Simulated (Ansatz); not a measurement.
Reaction: C2H4Cl (SMILES C[CH]Cl, doublet) → C2H4Cl (SMILES [CH2]CCl, doublet)
Each species at its own B3LYP-D3(BJ)/def2-TZVP minimum (Ansatz, a quantum-chemistry and plane-wave program).

Total energies in hartree (Ansatz). Open shells are spin-unrestricted; no spin-orbit coupling. Cores are frozen in correlated methods. No relativity.

```tsv
species	HF/cc-pV(T+d)Z	CCSD(T)/cc-pV(T+d)Z	HF/cc-pV(Q+d)Z	CCSD(T)/cc-pV(Q+d)Z	CCSD(T)/cc-pV(D+d)Z	CCSDT(Q)/cc-pV(D+d)Z
1: C2H4Cl (SMILES C[CH]Cl, doublet)	-537.57109	-538.14570	-537.57990	-538.19233	-537.98845	-537.99019
2: C2H4Cl (SMILES [CH2]CCl, doublet)	-537.56679	-538.13897	-537.57552	-538.18557	-537.98044	-537.98222
```

Work out the isomerisation energy (electronic) in kcal/mol: take Hartree-Fock from cc-pV(Q+d)Z, extrapolate the CCSD(T) correlation energy as X^-3 (X = 3, 4), and add CCSDT(Q) - CCSD(T) in cc-pV(D+d)Z. 1 hartree = 627.51 kcal/mol.


Species 1: correlation (64·(-0.61243) - 27·(-0.57461))/37 = -0.64003; step -0.00174; E1 = -537.57990 + (-0.64003) + (-0.00174) = -538.22167
Species 2: correlation (64·(-0.61005) - 27·(-0.57218))/37 = -0.63768; step -0.00178; E2 = -537.57552 + (-0.63768) + (-0.00178) = -538.21498
-1·E1 +1·E2 = 0.00669 hartree = 4.2 kcal/mol.
